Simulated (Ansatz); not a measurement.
CH5N, SMILES CN, a relaxed scan of one distance

Computed with Ansatz 0.2.0 through its Python package.

Contents of `ch5n.xyz`:
```text
7

C    -0.47795   -0.13864   -0.28538
N     0.79675    0.39012    0.16831
H    -0.97622   -0.80340    0.43479
H    -0.31409   -0.69304   -1.20862
H    -1.14340    0.69682   -0.49888
H     1.44208   -0.36858    0.36324
H     0.67283    0.91672    1.02653
```

The script, `run_relaxed_scan.py`:
```python
# -*- coding: utf-8 -*-
"""Relaxed scan of one distance in CH5N."""

import ansatz as az
import numpy as np

mol = az.Crystal.molecule_from_extxyz("ch5n.xyz")

base = (
    mol.calculation()
    .basis(gaussian="def2-SVP")
    .functional("B3LYP")
    .scf(lower_state_search="off")
)
symbols = [site.symbol for site in mol.cartesian_sites]
pairs = [(0, 1), (0, 2), (0, 3), (0, 4), (1, 5), (1, 6)]
print("held (A)   E (eV)        ", "  ".join(f"{symbols[i]}{i}-{symbols[j]}{j}" for i, j in pairs))
for length in [1.0, 1.09, 1.18, 1.31, 1.47]:
    report = base.relax(constraints=[az.DistanceConstraint((0, 4), at=length)], force_tolerance=0.02, max_steps=60).run(threads=1, backend="cpu").report
    xyz = np.array(report["positions_ang"])
    print(f"{length:6.2f} {report['free_energy_ev']:14.5f}  ", "  ".join(f"{np.linalg.norm(xyz[i] - xyz[j]):.3f}" for i, j in pairs))
```

```console
$ python run_relaxed_scan.py
held (A)   E (eV)         C0-N1  C0-H2  C0-H3  C0-H4  N1-H5  N1-H6
DeckWarning: relax.constraints: the input's atoms, or those drawn, lie off the distances that are held; a relaxation that starts there is brought onto them ahead of its first SCF, by positions alone, [...]
  1.00    -2606.23045   1.460  1.113  1.103  1.000  1.020  1.021
  1.09    -2606.43724   1.457  1.112  1.103  1.090  1.021  1.020
  1.18    -2606.35715   1.453  1.111  1.102  1.180  1.020  1.020
  1.31    -2605.97168   1.446  1.109  1.101  1.310  1.021  1.020
  1.47    -2605.32627   1.431  1.106  1.099  1.470  1.019  1.018
```
(Warnings from the package without file and line, shortened, repeats left out.)

What to keep in mind:
- These settings explore the input space; basis and method may be short of convergence.
- The energies are electronic: no zero-point or thermal terms, and the basis set is short of its limit.
- b3lyp holds the VWN-RPA fit, as in Gaussian; the form of ORCA and Turbomole is b3lyp5.
- Finished in 18 s on 1 thread of Arm Neoverse V2, on a shared host, peak memory 0.18 GiB.
